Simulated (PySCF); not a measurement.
## How the functional moves excitation energies

Compound: HF.
Numbering: `[FH:1]` (hydrogens: H2 on F1)

Linear-response calculations in the def2-SVPD basis (PySCF; singlets by full response, triplets Tamm–Dancoff, core orbitals frozen in the response; HF means time-dependent Hartree–Fock). 'Strongest' is the level of largest summed f among the singlets computed (10 roots, of which the last may lack a degenerate partner); it can jump between rows when another state enters that window. S1 is the lowest singlet of each run and needn't be the same state throughout; f(S1) is that of one state. Isolated species at its PBE0-D3(BJ)/def2-SVP geometry, gas phase.

```tsv
functional	kind	S1 (eV)	f(S1)	strongest (eV)	T1 (eV)	HOMO (eV)	gap (eV)	ionisation energy, ΔSCF (eV)
LDA	LDA	9.65	0.034	13.55	9.24	-9.87	9.47	16.87
PBE	GGA	9.47	0.032	13.43	8.99	-9.71	9.29	16.43
B3LYP	global hybrid, 20% exact exchange	9.99	0.031	13.88	9.49	-11.61	11.62	16.44
PBE0	global hybrid, 25% exact exchange	10.31	0.031	14.20	9.77	-11.92	12.40	16.24
BHandHLYP	global hybrid, 50% exact exchange	10.82	0.029	14.63	10.26	-14.15	15.12	16.02
CAM-B3LYP	range-separated hybrid	10.12	0.032	13.97	9.61	-13.56	14.67	16.45
wB97X-D	range-separated hybrid	10.51	0.033	14.32	10.07	-13.96	16.28	16.36
LC-wPBE	range-separated hybrid	10.39	0.034	14.25	9.83	-14.85	17.26	16.48
HF	Hartree–Fock	12.04	0.028	15.66	11.34	-17.81	20.62	not settled
```

S1 runs from 9.47 eV (PBE) to 12.04 eV (HF), a spread of 2.58 eV, while the orbital gap spreads over 11.3 eV. Along PBE (0%), B3LYP (20%), PBE0 (25%), BHandHLYP (50%), HF (100%) S1 rises with the share of exact exchange. −ε(HOMO) comes closest to its own ΔSCF ionisation energy with LC-wPBE (-1.62 eV) and misses most with LDA (-7.01 eV). 'Not settled' means that the ion's SCF failed to converge or may have ended in another state than the lowest.
